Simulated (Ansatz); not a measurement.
bcc V was calculated with rVV10 (Ansatz, a program for electronic structure, plane waves, PAW).

Numerical settings: plane-wave cutoff 520 eV, 26×26×26 k mesh, Fermi–Dirac smearing 0.05 eV, no spin polarisation, scalar-relativistic PAW data made under PBE.

Equation-of-state points:

```tsv
V (Å³/atom)	E − E_lowest (meV/atom)	P (GPa)
12.788	31.31	12.88
13.060	13.49	8.18
13.333	3.29	3.91
13.605	0.00	0.03
13.877	3.00	-3.50
14.149	11.70	-6.70
14.421	25.57	-9.60
```

**Question.** Estimate the bulk modulus from the pressures at 13.333 and 13.877 Å³/atom, and compare it with a fit to all energies.

**Answer.** B = −V dP/dV. Between V = 13.333 and 13.877 Å³/atom, dP/dV = (-3.50 − (3.91))/(13.877 − 13.333) = -13.6 GPa per Å³/atom; at the midpoint 13.605 Å³/atom this gives B ≈ 185 GPa. The third-order Birch–Murnaghan fit gives V0 = 13.606 Å³/atom, B0 = 185 GPa, B′ = 3.8, which lies within 1 % of that estimate.

Measured, for comparison: bulk modulus 161 GPa (corrected for temperature and zero-point phonon effects, our sources range from 159 to 166; as tabulated in Levämäki et al. (2014), arXiv:1402.3671); equilibrium volume per atom 13.79 Å³/atom (static lattice: zero-point anharmonic expansion removed; as tabulated in Mejia-Rodriguez and Trickey (2018), arXiv:1807.09216). Computed (rounded) less measured: bulk modulus +15 % (+11 % to +16 % over the range), equilibrium volume per atom -1.3 %.

Computed values are for the static lattice.
